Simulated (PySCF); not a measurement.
`N#C[C-](F)Cl`: 4 charge schemes on one density

Compound: C₂ClFN (charge -1).
Z-matrix (Å and degrees, PBE0-D3(BJ)/def2-SVP geometry), rows numbered from 1:
```
N 
C   1  1.1738
C   2  1.4276  1  170.28
F   3  1.3925  2  110.13  1   114.83
Cl  3  1.8521  2  107.57  1  -130.16
```

Density: PBE0/pcSseg-1 (PySCF); schemes: Mulliken, IAO, Hirshfeld and ESP-fitted. Isolated species at its PBE0-D3(BJ)/def2-SVP geometry, gas phase. The pcSseg-1 basis has no diffuse functions, a weakness for an anion.

Problem. Tabulate the Mulliken, IAO, Hirshfeld and ESP-fitted charges.

Solution. In e:

```csv
atom,environment,Mulliken,IAO,Hirshfeld,ESP-fitted
N1,nitrogen bonded to C,-0.402,-0.404,-0.360,-0.680
C2,carbon bonded to C and N,+0.080,+0.096,-0.032,+0.610
C3,"carbon bonded to C, Cl and F",-0.024,-0.137,-0.162,-0.634
F4,fluorine bonded to C,-0.355,-0.330,-0.186,-0.075
Cl5,chlorine bonded to C,-0.299,-0.225,-0.260,-0.221
```

Mean size of the charges over all atoms: ESP-fitted 0.444 e, IAO 0.238 e, Mulliken 0.232 e, Hirshfeld 0.200 e. Each set sums to the total charge, -1, to within 0.001 e. The Hirshfeld scheme divides the density at each point in proportion to the densities of the neutral, spherically averaged free atoms. The ESP scheme fits charges at the nuclei, held to the total charge, to the electrostatic potential on points at 1.4 to 2.0 times the van der Waals radii.

Lowest charge. All schemes agree: Mulliken N1 (-0.402); IAO N1 (-0.404); Hirshfeld N1 (-0.360); ESP-fitted N1 (-0.680).

Highest charge. All schemes agree: Mulliken C2 (+0.080); IAO C2 (+0.096); Hirshfeld C2 (-0.032); ESP-fitted C2 (+0.610).

Problem. How closely do the schemes follow one another over all atoms?

Solution. Correlation coefficient and root-mean-square difference: Mulliken with IAO 0.95, 0.062 e; IAO with Hirshfeld 0.89, 0.091 e; Mulliken with Hirshfeld 0.86, 0.113 e; Hirshfeld with ESP-fitted 0.79, 0.387 e; IAO with ESP-fitted 0.73, 0.361 e; Mulliken with ESP-fitted 0.51, 0.404 e.

Problem. How many electrons does the Hirshfeld scheme count on F4?

Solution. Z − q = 9 − (-0.186) = 9.186.
